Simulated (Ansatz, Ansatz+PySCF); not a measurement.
```
atom   x (Å)   y (Å)    z (Å)
  Al  0.0000  0.0000  -0.6309
   F  0.0000  0.0000   0.9114
```

RHF on singlet AlF was run in several spherical basis sets with Ansatz (development build ahead of 0.2.0).

Problem. Rank the basis sets by the total energy that they give, lowest first, with the distance from the lowest.
A. cc-pVDZ
B. 6-31G(d)
C. STO-3G
D. cc-pVTZ
E. 6-31G
F. def2-SVP
G. def2-TZVP

Solution. G (0.00 eV), D (0.18 eV), A (1.63 eV), B (1.94 eV), E (3.07 eV), F (5.99 eV), C (120.56 eV).

Totals follow the description of the cores as much as that of the bonds, so this order isn't one of quality for chemistry.
